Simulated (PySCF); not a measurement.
```xyz
4
charge 0 multiplicity 1, angstrom
S    -0.2441    0.0000    0.5194
H     0.9147    0.0000    1.2032
O     0.3478    0.0000   -1.0492
H     1.3081    0.0000   -1.0291
```

These are results of PBE0/[S def2-TZVP, H def2-TZVP, O def2-TZVP], no relativity, density fitting, PySCF, not measurements.

This geometry of HS(OH) is a stationary point at this level.

(1) What is the point group?

(2) Is it a minimum?

(3) Which band is strongest in the infrared?

(4) Give the atomic charges and bond orders.

## Answers

(1) Cs.

(2) No: it has 1 imaginary mode, at 563i cm⁻¹ (a'').

(3) 3885 cm⁻¹ (a'), 82 km/mol.

(4) 
| atom | Mulliken | Löwdin | polar tensor | Mayer order to S1 |
| --- | --- | --- | --- | --- |
| S1 | -0.04 | 0.14 | 0.27 | – |
| H2 | 0.15 | 0.02 | 0.01 | 0.95 |
| O3 | -0.43 | -0.31 | -0.54 | 1.00 |
| H4 | 0.33 | 0.15 | 0.26 | 0.03 |
Other Mayer orders above 0.3: O–H 0.89.

Other isomers or separated fragments may lie lower. At this level a singlet minimum of C1 symmetry lies 28 kJ/mol below this structure.
